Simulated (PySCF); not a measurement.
Nonlinear optical response: 2-hexyne (SMILES CC#CCCC)

Cartesian coordinates in Å; atom numbers follow the order of the lines, from 1:
```xyz
16

C     3.162    0.644    0.604
C     1.891    0.053    0.213
C     0.838   -0.447   -0.123
C    -0.447   -1.028   -0.496
C    -1.609   -0.585    0.402
C    -1.877    0.909    0.353
H     3.344    1.591    0.071
H     3.187    0.859    1.683
H     4.002   -0.031    0.379
H    -0.673   -0.762   -1.545
H    -0.365   -2.128   -0.476
H    -2.510   -1.141    0.095
H    -1.393   -0.893    1.438
H    -2.151    1.233   -0.665
H    -0.985    1.480    0.653
H    -2.702    1.191    1.025
```

Theory: quadratic response CAM-B3LYP/def2-TZVPD first hyperpolarisability, Taylor convention, gas phase (PySCF 2.14.0). Geometry: PBE0-D3(BJ)/def2-SVP.

(1) What is the first hyperpolarisability, and how does it disperse?

(2) Which lowest excitations, dipole and polarisabilities go with it?

Answers

(1) In au, Taylor convention; the vector part is βᵢ = ⅓ Σⱼ (βᵢⱼⱼ + βⱼᵢⱼ + βⱼⱼᵢ); β∥ is 3/5 of the vector part along the dipole, the dipole points from − to +:
| process | λ (nm) | β vector norm | β∥ | β HRS | depolarisation ratio |
| --- | --- | --- | --- | --- | --- |
| static β(0;0,0) | ∞ | 55.2 | 8.8 | 21.1 | 6.98 |
| second harmonic β(−2ω;ω,ω) | 1907 | 58.4 | 9.3 | 22.3 | 6.94 |
| Pockels β(−ω;ω,0) | 1907 | 56.3 | 9.0 | – | – |
| second harmonic β(−2ω;ω,ω) | 1064 | 66.6 | 10.6 | 25.3 | 6.83 |
| Pockels β(−ω;ω,0) | 1064 | 58.7 | 9.4 | – | – |

(2) S1 6.36 eV (f = 0.002); S2 6.47 eV (f = 0.006); S3 6.48 eV (f = 0.012); dipole 0.13 D; isotropic α 75.2 au static, 75.4 au at 1907 nm, 75.8 au at 1064 nm, 76.0 au at 953.5 nm, 77.8 au at 532 nm.
